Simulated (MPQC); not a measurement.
**BNH6 (SMILES [BH3-][NH3+]): levels of theory compared**

We compute a comparison of 4 runs (HF/STO-3G, HF/def2-SVP, HF/pcseg-1, PBE0/def2-SVP) of BNH6. 

Program for the calculation: MPQC 2.3.1.

### 1 Starting point

The species is BNH6 (8 atoms), meant as a singlet with charge 0. SMILES: `[BH3-][NH3+]`. Geometry: relaxed at PBE0-D4/def2-TZVP.

Bond lengths: B1–N2 1.639 Å, B1–H3 1.212 Å, B1–H4 1.212 Å, B1–H5 1.212 Å, N2–H6 1.015 Å, N2–H7 1.015 Å, N2–H8 1.015 Å. Some angles: B1–N2–H6 110.9°, B1–N2–H7 110.9°, B1–N2–H8 110.9°, N2–B1–H3 105.3°, N2–B1–H4 105.3°, N2–B1–H5 105.3°, H6–N2–H7 108.0°, H6–N2–H8 108.0°, H7–N2–H8 108.0°, H3–B1–H4 113.3°.

### 2 Energy and gradient at HF/STO-3G (run 1)

Input file job.in:

```
% BH6N
molecule<Molecule>: (
   symmetry = c1
   unit = angstrom
   { atoms geometry } = {
      B  [ -0.191300     0.250800    -0.775400 ]
      N  [ 0.206500    -0.255100     0.731700 ]
      H  [ -0.078200    -0.728400    -1.481000 ]
      H  [ -1.332600     0.649700    -0.687200 ]
      H  [ 0.604400     1.126600    -1.038400 ]
      H  [ 0.140800     0.507000     1.398700 ]
      H  [ 1.156600    -0.611300     0.755300 ]
      H  [ -0.414000    -0.996500     1.040500 ]
   }
)
basis<GaussianBasisSet>: (
   name = "STO-3G"
   molecule = $:molecule
   basisdir = "."
   puream = yes
)
mpqc: (
   checkpoint = no
   savestate = no
   restart = no
   do_energy = yes
   do_gradient = yes
   optimize = no
   mole<CLHF>: (
      molecule = $:molecule
      basis = $:basis
      total_charge = 0
      memory = 1000000000
      print_evals = yes
      print_npa = yes
      maxiter = 120
      value_accuracy = 1e-08
      guess_wavefunction<ExtendedHuckelWfn>: (
         molecule = $:molecule
         total_charge = 0
         multiplicity = 1
         basis<GaussianBasisSet>: (
            name = "STO-3G"
            molecule = $:molecule
         )
      )
   )
)
```

The basis set STO-3G is read from a file made from the Basis Set Exchange's data (not shown).

The run is started by

```bash
$ mpqc job.in > job.out
```

Standard output:

```text
MPQC: Massively Parallel Quantum Chemistry
[...]
  CLSCF::init: total charge = 0
[...]
  nbasis = 16
[...]
  iter     1 energy =  -81.0499410301 delta = 3.76013e-01
[...]
  LUMO is    10   A =   0.523986
  total scf energy =  -81.5939533339
[...]
Value of the MolecularEnergy:  -81.5939533339
  Gradient of the MolecularEnergy:
      1    0.0083572276
      2   -0.0105691289
      3    0.0315582302
      4    0.0045313605
      5   -0.0057942345
      6    0.0174132060
      7    0.0022135013
      8   -0.0230228523
      9   -0.0190325443
     10   -0.0281172229
     11    0.0102994913
     12    0.0001683633
[...]
      symmetry = c1
[...]
```

It took 0.16 s on 1 thread of Arm Neoverse V1, shared host.

### 3 Energy and gradient at HF/def2-SVP (run 2)

Input file input.in:

```
% emacs should use -*- KeyVal -*- mode
molecule<Molecule>: (
  symmetry = c1
  unit = bohr
  { atoms geometry } = {
    B  [ -0.36150461 0.47394331 -1.46529364 ]
    N  [ 0.39022844 -0.48206913 1.38271261 ]
    H  [ -0.14777658 -1.37647651 -2.79868439 ]
    H  [ -2.51824903 1.22775506 -1.29861979 ]
    H  [ 1.14215047 2.12896545 -1.96229161 ]
    H  [ 0.26607344 0.95809115 2.64315993 ]
    H  [ 2.18565724 -1.15518958 1.42731014 ]
    H  [ -0.78234662 -1.88311208 1.96626003 ]
  }
)
basis<GaussianBasisSet>: (
  name = "def2-SVP"
  molecule = $:molecule
  basisdir = "."
  puream = yes
)
mpqc: (
  checkpoint = no
  savestate = no
  restart = no
  do_energy = yes
  do_gradient = yes
  optimize = no
  mole<CLHF>: (
    molecule = $:molecule
    basis = $:basis
    total_charge = 0
    memory = 1000000000
    print_evals = yes
    print_npa = yes
    maxiter = 120
    value_accuracy = 1e-08
    guess_wavefunction<CLHF>: (
      molecule = $:molecule
      total_charge = 0
      memory = 1000000000
      value_accuracy = 1e-3
      basis<GaussianBasisSet>: (
        name = "STO-2G"
        molecule = $:molecule
      )
    )
  )
)
```

The basis set def2-SVP is read from a file made from the Basis Set Exchange's data (not shown).

The run is started by

```bash
$ mpqc input.in > input.out
```

Standard output:

```text
MPQC: Massively Parallel Quantum Chemistry
[...]
  LUMO is    10   A =   0.132153
  total scf energy =  -82.5597017985
[...]
Value of the MolecularEnergy:  -82.5597017985
  Gradient of the MolecularEnergy:
      1    0.0011274607
      2   -0.0013901045
      3    0.0042001549
      4   -0.0035279330
      5    0.0044616698
      6   -0.0131789977
      7   -0.0003416348
      8    0.0030229277
      9    0.0022239662
     10    0.0035523971
     11   -0.0012563657
     12   -0.0002347966
[...]
      symmetry = c1
[...]
```

It took 5.7 s on 1 thread of Arm Neoverse V1, shared host; peak memory 0.23 GiB.

Run 3 isn't shown in full; the table further down has it.

### 4 Energy and gradient at PBE0/def2-SVP (run 4)

Input file mol.in:

```
molecule<Molecule>: (
    symmetry = c1
    unit = angstrom
    { atoms geometry } = {
        B  [ -0.191300       0.250800      -0.775400 ]
        N  [ 0.206500      -0.255100       0.731700 ]
        H  [ -0.078200      -0.728400      -1.481000 ]
        H  [ -1.332600       0.649700      -0.687200 ]
        H  [ 0.604400       1.126600      -1.038400 ]
        H  [ 0.140800       0.507000       1.398700 ]
        H  [ 1.156600      -0.611300       0.755300 ]
        H  [ -0.414000      -0.996500       1.040500 ]
    }
)
basis<GaussianBasisSet>: (
    name = "def2-SVP"
    molecule = $:molecule
    basisdir = "."
    puream = yes
)
mpqc: (
    checkpoint = no
    savestate = no
    restart = no
    do_energy = yes
    do_gradient = yes
    optimize = no
    mole<CLKS>: (
        molecule = $:molecule
        basis = $:basis
        total_charge = 0
        memory = 1000000000
        print_evals = yes
        print_npa = yes
        maxiter = 120
        value_accuracy = 1e-08
        functional<SumDenFunctional>: (
            a0 = 0.25
            coefs = [ 0.75 1 ]
            funcs: [ <PBEXFunctional>: () <PBECFunctional>: () ]
        )
        integrator<RadialAngularIntegrator>: ( grid = xfine )
        guess_wavefunction<CLHF>: (
            molecule = $:molecule
            total_charge = 0
            memory = 1000000000
            value_accuracy = 1e-3
            basis<GaussianBasisSet>: (
                name = "3-21G"
                molecule = $:molecule
            )
        )
    )
)
```

The basis set def2-SVP is read from a file made from the Basis Set Exchange's data (not shown).

The run is started by

```bash
$ mpqc -o mol.out mol.in
```

Standard output:

```text
MPQC: Massively Parallel Quantum Chemistry
[...]
  Integrated electron density error = 0.000001490840
  iter     1 energy =  -82.9993445460 delta = 8.97516e-02
  Integrated electron density error = 0.000059020858
  iter     2 energy =  -83.0373877199 delta = 1.77817e-02
[...]
  Integrated electron density error = -0.000000184594
  iter     9 energy =  -83.0407324416 delta = 3.19710e-07
  Integrated electron density error = -0.000000184594
  iter    10 energy =  -83.0407324416 delta = 6.65317e-08
  Integrated electron density error = -0.000000184594
  iter    11 energy =  -83.0407324416 delta = 1.21446e-08
[...]
  LUMO is    10   A =   0.022475
  total scf energy =  -83.0407324416
[...]
  Integrated electron density error = -0.000000185268
  Total Gradient:
[...]
Value of the MolecularEnergy:  -83.0407324416
  Gradient of the MolecularEnergy:
      1   -0.0011775567
      2    0.0015400340
      3   -0.0045279032
      4    0.0014207442
      5   -0.0018287572
      6    0.0055556484
      7   -0.0004166457
      8    0.0040976138
      9    0.0032662519
     10    0.0049462893
     11   -0.0017954695
     12   -0.0001228288
[...]
        symmetry = c1
[...]
```

It took 41 s on 1 thread of Arm Neoverse V1, shared host; peak memory 0.23 GiB.

### 5 All runs side by side

| run | level | starting guess | integration grid | energy (Eh) | HOMO energy (eV) | LUMO energy (eV) | HOMO–LUMO gap (eV) | wall time |
| --- | --- | --- | --- | --- | --- | --- | --- | --- |
| 1 | HF/STO-3G | huckel STO-3G | – | -81.593953 | -9.45 | 14.26 | 23.71 | 0.16 s |
| 2 | HF/def2-SVP | STO-2G | – | -82.559702 | -11.15 | 3.60 | 14.75 | 5.7 s |
| 3 | HF/pcseg-1 | STO-3G | – | -82.596445 | -11.21 | 3.14 | 14.35 | 5.7 s |
| 4 | PBE0/def2-SVP | 3-21G | xfine | -83.040732 | -7.62 | 0.61 | 8.23 | 41 s |

### 6 Results

| quantity | value |
| --- | --- |
| run 4: total energy | -83.04073 Eh |
| run 4: HOMO energy | -7.62 eV |
| run 4: LUMO energy | 0.61 eV |
| run 4: HOMO–LUMO gap | 8.23 eV |
| run 4: largest force on an atom | 0.310 eV/Å |

**Reading.** The HOMO–LUMO gap runs from 8.23 eV (PBE0/def2-SVP) to 23.71 eV (HF/STO-3G). The two ends differ in method and basis. In run 1 the basis is minimal, so the values are rough. All runs together took 53 s, the longest 41 s.
